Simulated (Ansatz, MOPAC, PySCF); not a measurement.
Ligands exchanged one at a time, C NH2-H. Isolated molecules, 0 K electronic values unless said otherwise. One relaxed conformer stands for each flexible species; it need not be the lowest. Strings in code marks are SMILES.

Quantity: vertical ionisation energy (energy after one electron is removed minus that of the parent at the parent's geometry), in eV.

Level 1: frozen-core MP2/cc-pVTZ // r2SCAN-D4/def2-TZVP (Ansatz, a program for electronic structure)
Level 2: B3LYP/6-31G* // r2SCAN-D4/def2-TZVP (PySCF)
Level 3: minus the HOMO energy of PBE-D3(BJ)/def2-TZVP // r2SCAN-D4/def2-TZVP (PySCF)
Level 4: minus the HOMO energy of PM7 // r2SCAN-D4/def2-TZVP (MOPAC)

| species | level 2 | level 3 | level 4 |
|---|---|---|---|
| `C` | 14.15 | 9.44 | 13.70 |
| `CN` | 9.44 | 5.30 | 9.62 |

Problem. What does level 1 give for each?

Solution. 
- `C`: 14.37
- `CN`: 9.81
